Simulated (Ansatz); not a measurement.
Heating and cooling a random packing of Mo₁₁P₉

A packing of 20 atoms, thrown in at random and pushed apart as soft spheres with like charges further apart (11 Mo, 9 P) went through Langevin stages in a fixed cell of 13.80 Å³/atom, at one k point, without spin and with a Fermi–Dirac width of kT (0.05 eV at least). All numbers below come from DFT PBE, scalar-relativistic, plane waves, PAW (Ansatz 0.2.0).

| thermostat (K) | duration (fs) | friction (1/fs) | cutoff (eV) | mean T (K) | mean P (GPa) | mean square displacement (Å²) |
| --- | --- | --- | --- | --- | --- | --- |
| 2870 | 72 | 0.030 | 320 | 3380 | 28.5 | 0.34 |
| 2870 | 690 | 0.005 | 420 | 2712 | 30.2 | 0.77 |
| 2070 | 534 | 0.005 | 420 | 2374 | 32.5 | 0.82 |
| 1150 | 438 | 0.015 | 420 | 1005 | 24.5 | 0.15 |
| 300 | 300 | 0.015 | 420 | 273 | 23.0 | 0.07 |

Means run over the second half of a stage; pressure includes the kinetic part; displacements count from the stage's start, the atoms' common shift taken off. In so short a run the atoms moved about a bond length or less in the hot stages, so this is an annealed packing, not a quenched equilibrium liquid.

Cell and atoms were then relaxed on coarser meshes and computed once more: Cutoff 420 eV; k points 6×5×5 on the computed 20-atom cell (Γ-centred); Gaussian smearing, width 0.10 eV; no spin polarisation.

**Question.** What structure is left?

**Answer.** One draw of many: 15.38 Å³/atom with no gap on the mesh, 0.26 eV/atom below the elements' standard states (static lattices, no corrections for gases) (a random packing after short dynamics, relaxed).

Counting as bonded all pairs within 1.2 times the summed covalent radii:

```tsv
atom → neighbour	mean count	mean length (Å)	spread (Å)
Mo → Mo	7.64	3.02	0.18
Mo → P	4.54	2.51	0.14
P → Mo	5.56	2.51	0.14
P → P	0.67	2.42	0.10
```

Angles between all pairs of such bonds at an atom (mean ± spread): 96 ± 34° at Mo, 101 ± 30° at P.

```yaml
crystal:
  lattice:
    - [6.11601, -0.00347, 0.03096]
    - [0.02046, 7.08029, 0.03408]
    - [-0.00553, 0.03252, 7.10124]
  atoms:
    - { symbol: Mo, position: [0.63899, 0.83506, 0.19844] }
    - { symbol: Mo, position: [0.68999, 0.45406, 0.95462] }
    - { symbol: Mo, position: [0.29911, 0.59608, 0.24472] }
    - { symbol: Mo, position: [0.54598, 0.23021, 0.31218] }
    - { symbol: Mo, position: [0.02710, 0.24729, 0.36689] }
    - { symbol: Mo, position: [0.17684, 0.00009, 0.11731] }
    - { symbol: Mo, position: [0.32586, 0.93693, 0.50082] }
    - { symbol: Mo, position: [0.49934, 0.07485, 0.87219] }
    - { symbol: Mo, position: [0.06343, 0.24151, 0.77724] }
    - { symbol: Mo, position: [0.59849, 0.59429, 0.54048] }
    - { symbol: Mo, position: [0.79768, 0.95819, 0.57340] }
    - { symbol: P, position: [0.30407, 0.32766, 0.04007] }
    - { symbol: P, position: [0.28946, 0.40139, 0.55117] }
    - { symbol: P, position: [0.12669, 0.89258, 0.79456] }
    - { symbol: P, position: [0.82111, 0.13198, 0.07376] }
    - { symbol: P, position: [0.00680, 0.79379, 0.34543] }
    - { symbol: P, position: [0.80223, 0.51349, 0.26604] }
    - { symbol: P, position: [0.07269, 0.56260, 0.93111] }
    - { symbol: P, position: [0.64259, 0.76744, 0.82907] }
    - { symbol: P, position: [0.69697, 0.27796, 0.64192] }
```

Cost: 6 runs of about 61 core-minutes in all (earlier runs that led there not counted), on Intel Xeon Processor @ 2.70GHz (shared hosts).